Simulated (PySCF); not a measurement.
Compound: dimethoxymethane, C₃H₈O₂.
Bonds: C1–O2, O2–C3, C3–O4, O4–C5. Hydrogens: H6, H7, H8 on C1; H9, H10 on C3; H11, H12, H13 on C5.

The dihedral O4–C3–O2–C1 (about C3–O2) is held at set values while the rest relaxes with GFN2-xTB, each point from its own start; single points follow at PBE0/pcSseg-1 (PySCF, gas phase, no added dispersion term).

Problem. Give the torsional profile, with energies above the lowest point.

Solution. 
| dihedral (°) | PBE0/pcSseg-1 (kJ/mol) | GFN2-xTB (kJ/mol) | dipole (D) | O4···C1 (Å) | C3–O2 (Å) | O4–C3–O2 (°) | C3–O2–C1 (°) | HOMO (eV) | LUMO (eV) | O2–C3–O4–C5 (°) |
| --- | --- | --- | --- | --- | --- | --- | --- | --- | --- | --- |
| 0 | 32.9 | 25.8 | 1.72 | 2.69 | 1.419 | 116.4 | 117.5 | -7.04 | 1.45 | -90 |
| 30 | 27.6 | 23.9 | 2.04 | 2.73 | 1.409 | 115.7 | 117.0 | -7.21 | 1.49 | -101 |
| 60 | 17.2 | 17.0 | 2.33 | 2.88 | 1.394 | 114.6 | 115.4 | -7.50 | 1.49 | -106 |
| 90 | 17.1 | 16.2 | 2.45 | 3.19 | 1.395 | 116.2 | 116.8 | -7.56 | 1.42 | -76 |
| 120 | 16.6 | 17.4 | 2.38 | 3.38 | 1.405 | 112.8 | 115.9 | -7.50 | 1.48 | -65 |
| 150 | 14.3 | 16.8 | 2.22 | 3.51 | 1.408 | 111.0 | 114.7 | -7.48 | 1.50 | -65 |
| 180 | 12.5 | 13.6 | 1.85 | 3.55 | 1.407 | 110.9 | 112.9 | -7.45 | 1.53 | -65 |
| 210 | 16.2 | 14.9 | 1.42 | 3.51 | 1.408 | 111.1 | 114.1 | -7.43 | 1.62 | -65 |
| 240 | 15.5 | 13.4 | 0.98 | 3.37 | 1.406 | 112.3 | 115.4 | -7.51 | 1.70 | -65 |
| 270 | 4.7 | 3.9 | 0.47 | 3.12 | 1.396 | 113.6 | 114.6 | -7.68 | 1.71 | -65 |
| 300 | 0.0 | 0.0 | 0.45 | 2.84 | 1.395 | 114.3 | 113.6 | -7.77 | 1.65 | -67 |
| 330 | 15.8 | 13.1 | 1.17 | 2.69 | 1.408 | 115.4 | 115.2 | -7.35 | 1.52 | -81 |

Each energy column counts from its own lowest point; dipole and orbital energies are those of PBE0/pcSseg-1.

Problem. Where are the low and high points of the PBE0/pcSseg-1 curve on this grid?

Solution. Below both neighbours: 180° (antiperiplanar, 12.5), 300° (synclinal, 0.0). Above both neighbours: 0° (32.9), 210° (16.2) kJ/mol. The highest point lies 32.9 kJ/mol above the lowest; in GFN2-xTB the span is 25.8, with the lowest point at 300°. The points were relaxed apart, so other rotors need not follow one smooth path.

Problem. How much does C3–O2 change along the scan?

Solution. From 1.394 Å (at 60°) to 1.419 Å (at 0°).

Problem. What dipole would a 298 K Boltzmann average over these twelve points give?

Solution. With weights exp(−E/RT), √⟨μ²⟩ = 0.50 D, against 0.45 D at 300°. Weights in order of angle: 0, 0, 0, 0, 0, 0, 1, 0, 0, 13, 86, 0 %.
